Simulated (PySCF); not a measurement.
Species: H6OPSi (charge +1).
Geometry (GFN2-xTB, Å), atoms numbered from 1 in this order:
```
atom  x, y, z in Å
O1    -1.4407    0.9056   -0.3919
Si2   -0.9772   -0.4820    0.2477
P3     1.3059    0.0337    0.0523
H4    -2.3081    1.2641   -0.5741
H5    -1.1438   -1.6489   -0.6050
H6    -1.1815   -0.6102    1.6824
H7     1.7223    1.2305    0.5904
H8     1.8229    0.1442   -1.2189
H9     2.2138   -0.8310    0.6192
```

Computed, not measured: TDDFT PBE0/def2-SVPD, vertical, gas phase, core orbitals frozen in the response (PySCF 2.14.0, density-fitted response routines).

Ground-to-excited transition dipoles (e·a0, same axes as the geometry; the sign carries no meaning), for the states with f of 0.002 or more among the lowest 6:

```
state  E (eV)      μx      μy      μz
   S2   7.421  -0.436  -0.062   0.019
   S3   7.806   0.197   0.148  -0.101
   S4   7.918   0.065   0.134   0.078
   S5   8.167   0.080  -0.080  -0.211
   S6   8.689  -0.977  -0.121   0.008
```

Q: Work out the oscillator strengths.

A: f = (2/3) ΔE |μ|² with ΔE in hartree (27.2114 eV).

| state | \|μ\|² (au) | \|μ\| (D) | f |
| --- | --- | --- | --- |
| S2 | 0.195 | 1.12 | 0.035 |
| S3 | 0.071 | 0.68 | 0.014 |
| S4 | 0.028 | 0.43 | 0.005 |
| S5 | 0.057 | 0.61 | 0.011 |
| S6 | 0.970 | 2.50 | 0.206 |

Q: What angle do the transition dipoles of S2 and S3 make?

A: |cos θ| = |μa·μb| / (|μa| |μb|) = 0.82, so θ ≈ 34° (taken between 0 and 90°, since the signs are arbitrary).

Q: What peak molar absorption coefficient would the strongest computed level give as a lone Gaussian band 0.4 eV wide at half height?

A: ε(max) = 2.175×10⁸ f / FWHM, with the width in cm⁻¹. S6: 2.175×10⁸ × 0.2064 / 3226 ≈ 14000 L mol⁻¹ cm⁻¹.

One conformer stands for the species.
